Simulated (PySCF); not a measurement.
# BH5S (B(H2S)H3): levels of theory compared

We compute a comparison of 6 runs (B3LYP/STO-6G, M06-2X/STO-6G, PBE0/STO-6G, UMP2/STO-6G, CCSDTQ/STO-6G, NEVPT2(2,2)/STO-6G) of BH5S (B(H2S)H3). The job is set up through a Python script.

Program for the calculation: PySCF 2.14.0.

1 further run of the same task is left out (set aside as unsound or not needed).

### 1 The molecule

The species is BH5S (7 atoms), meant as a singlet with charge 0. SMILES: `[H]B([H])([H])<-S`. The B1–H5 distance was set to 2.126 Å, away from the relaxed value. At this shape a bond of the SMILES string is far longer than usual.

Bond lengths: B1–S2 2.040 Å, S2–H3 1.336 Å, S2–H4 1.337 Å, B1–H6 1.184 Å, B1–H7 1.181 Å. Angles: B1–S2–H3 98.0°, B1–S2–H4 98.0°, S2–B1–H6 103.4°, S2–B1–H7 102.5°, H3–S2–H4 92.0°, H6–B1–H7 115.4°.

### 2 A single-point energy at B3LYP/STO-6G (run 1)

input.py

```python
from pyscf import gto, dft

mol = gto.M(
    atom=[
    ('B', (-0.794458, -0.217448, -0.610257)),
    ('S', (-0.788038, -0.231518, 1.429263)),
    ('H', (-0.415838, 1.037302, 1.621853)),
    ('H', (-2.076518, 0.067482, 1.621683)),
    ('H', (1.280190, -0.216980, -1.075620)),
    ('H', (-1.375088, 0.779362, -0.874927)),
    ('H', (-1.362788, -1.219458, -0.870997)),
],
    max_memory=1860,
    verbose=4,
    basis='sto-6g',
)

calc0 = dft.RKS(mol, xc='b3lyp')
calc0.conv_tol = 1e-10
calc0.grids.level = 5
calc0.kernel()
if not calc0.converged:
    calc0 = calc0.newton().run(calc0.mo_coeff, calc0.mo_occ)

energy = calc0.e_tot
print(f'total energy: {energy:.8f} hartree')
```

Launch:

```console
$ OMP_NUM_THREADS=1 python input.py
```

The log of the run:

```text
PySCF version 2.14.0

[... 73 lines left out ...]
converged SCF energy = -424.429892623912
total energy: -424.42989262 hartree
```

Run time: 3.9 s. Hardware: 1 thread of Arm Neoverse V2, shared host; peak memory 0.2 GiB.

### 3 A single-point energy at M06-2X/STO-6G (run 2)

calc.py

```python
from pyscf import gto, dft

system = gto.Mole()
system.atom = '''
B     -1.501308    -0.410917    -1.153219
S     -1.489176    -0.437506     2.700916
H     -0.785820     1.960217     3.064858
H     -3.924050     0.127522     3.064537
H      2.419208    -0.410033    -2.032627
H     -2.598540     1.472781    -1.653372
H     -2.575296    -2.304442    -1.645946
'''
system.unit = 'bohr'
system.max_memory = 1860
system.charge = 0
system.basis = 'sto-6g'
system.verbose = 3
system.spin = 0
system.build()

mf = dft.RKS(system, xc='m06-2x')
mf.conv_tol = 1e-10
mf.grids.level = 5
mf.kernel()
if not mf.converged:
    mf = mf.newton().run(mf.mo_coeff, mf.mo_occ)

etot = mf.e_tot
print('Final energy', etot)
```

Launch:

```console
$ OMP_NUM_THREADS=1 python calc.py
```

The log of the run:

```text
converged SCF energy = -424.342294869178
Final energy -424.34229486917775
```

It took 5.1 s on 1 thread of Arm Neoverse V2, shared host; peak memory 0.2 GiB.

### 4 The energy at PBE0/STO-6G (run 3)

calc.py

```python
from pyscf import gto, dft

mol = gto.M(
    atom='''
B       -0.794458      -0.217448      -0.610257
S       -0.788038      -0.231518       1.429263
H       -0.415838       1.037302       1.621853
H       -2.076518       0.067482       1.621683
H        1.280190      -0.216980      -1.075620
H       -1.375088       0.779362      -0.874927
H       -1.362788      -1.219458      -0.870997
''',
    max_memory=1860,
    charge=0,
    verbose=3,
    basis='sto-6g',
    spin=0,
)

ks = dft.RKS(mol, xc='pbe0')
ks.conv_tol = 1e-10
ks.grids.level = 5
ks.kernel()
if not ks.converged:
    ks = ks.newton().run(ks.mo_coeff, ks.mo_occ)

etot = ks.e_tot
print('E = %.10f Eh' % etot)
```

Launch:

```console
$ OMP_NUM_THREADS=1 python calc.py
```

The log of the run:

```text
converged SCF energy = -424.231389324753
E = -424.2313893248 Eh
```

Wall time 3.6 s (1 thread of Arm Neoverse V2, shared host); peak memory 0.2 GiB.

Runs 4 to 5 aren't shown in full; the table further down has their settings and results.

### 5 The energy at NEVPT2(2,2)/STO-6G (run 6)

mol.xyz

```xyz
7
BH5S
B     -0.794458    -0.217448    -0.610257
S     -0.788038    -0.231518     1.429263
H     -0.415838     1.037302     1.621853
H     -2.076518     0.067482     1.621683
H      1.280190    -0.216980    -1.075620
H     -1.375088     0.779362    -0.874927
H     -1.362788    -1.219458    -0.870997
```

calc.py

```python
import numpy
from pyscf import gto, scf, mp, mcscf, mrpt

mol = gto.M(
    atom='mol.xyz',
    basis='sto-6g',
    max_memory=1860,
    verbose=3,
)

mf = mol.RHF()
mf.conv_tol = 1e-10
mf.kernel()
if not mf.converged:
    mf = mf.newton().run(mf.mo_coeff, mf.mo_occ)

pt = mp.MP2(scf.addons.convert_to_uhf(mf)).run()
noons, natorbs = mcscf.addons.make_natural_orbitals(pt)
print('natural occupations', numpy.round(noons[:40], 4))
cas = mcscf.CASSCF(mf, 2, 2)
cas.fix_spin_(ss=0.0)
cas.natorb = True
cas.kernel(natorbs)
e_pt2 = mrpt.NEVPT(cas).kernel()
e_tot = cas.e_tot + e_pt2
print(f'total energy: {e_tot:.8f} hartree')
```

Launch:

```console
$ OMP_NUM_THREADS=1 python calc.py
```

The log of the run:

```text
converged SCF energy = -423.475803425464
E(UMP2) = -423.584766108777  E_corr = -0.108962683312903
E(SCS-UMP2) = -423.601666107097  E_corr = -0.125862681632957
natural occupations [2.     2.     2.     2.     2.     1.9999 1.9975 1.9915 1.9896 1.9881
 1.9858 1.9849 1.923  0.0775 0.0169 0.0145 0.0109 0.0105 0.0096]
CASSCF energy = -423.547422348455
CASCI E = -423.547422348455  E(CI) = -1.03868822245789  S^2 = 0.0000000
Sr    (-1)',   E = -0.00000000005213
Si    (+1)',   E = -0.00000000008283
Sijrs (0)  ,   E = -0.05925653568025
Sijr  (+1) ,   E = -0.00179497106685
Srsi  (-1) ,   E = -0.00151523767318
Srs   (-2) ,   E = -0.00005685065047
Sij   (+2) ,   E = -0.00018275597796
Sir   (0)' ,   E = -0.00399160257087
Nevpt2 Energy = -0.066797953754553
total energy: -423.61422030 hartree
```

Run time: 0.99 s. Hardware: 1 thread of Arm Neoverse V2, shared host; peak memory 0.12 GiB.

### 6 Overview of the runs

```tsv
run	level	integration grid	frozen core orbitals	energy (Eh)	dipole moment (D) of the reference	HOMO energy (eV)	LUMO energy (eV)	wall time
1	B3LYP/STO-6G	5	–	-424.429893	5.55	-3.17	3.31	3.9 s
2	M06-2X/STO-6G	5	–	-424.342295	5.55	-4.29	4.83	5.1 s
3	PBE0/STO-6G	5	–	-424.231389	5.60	-3.25	3.72	3.6 s
4	UMP2/STO-6G	–	6	-423.579473	4.76	-6.19	9.58	1.1 s
5	CCSDTQ/STO-6G	–	6	-423.641433	5.68	-5.60	8.13	23 s
6	NEVPT2(2,2)/STO-6G	–	–	-423.614220	5.68	-5.60	8.13	0.99 s
```

### 7 What came out

| quantity | value |
| --- | --- |
| run 6: total energy | -423.61422 Eh |
| run 6: dipole moment (Hartree–Fock density) | 5.68 D |
| run 6: HOMO energy (Hartree–Fock orbitals) | -5.60 eV |
| run 6: LUMO energy (Hartree–Fock orbitals) | 8.13 eV |
| run 6: HOMO–LUMO gap (Hartree–Fock orbitals) | 13.73 eV |

Over runs 1, 2, 3 the dipole moment (its size) runs from 5.55 D (B3LYP/STO-6G) to 5.60 D (PBE0/STO-6G). Over runs 1, 2, 3 the HOMO–LUMO gap runs from 6.48 eV (B3LYP/STO-6G) to 9.12 eV (M06-2X/STO-6G). Totals of different functionals can't be ranked against each other. In runs 1, 2, 3, 4, 5, 6 the basis is minimal, so the values are rough. Spin contamination of the reference: run 4 ⟨S²⟩ = 0.68. Where it is this large, the reference is a mixture of spin states, and values that rest on it are in doubt. All runs together took 38 s, the longest 23 s.
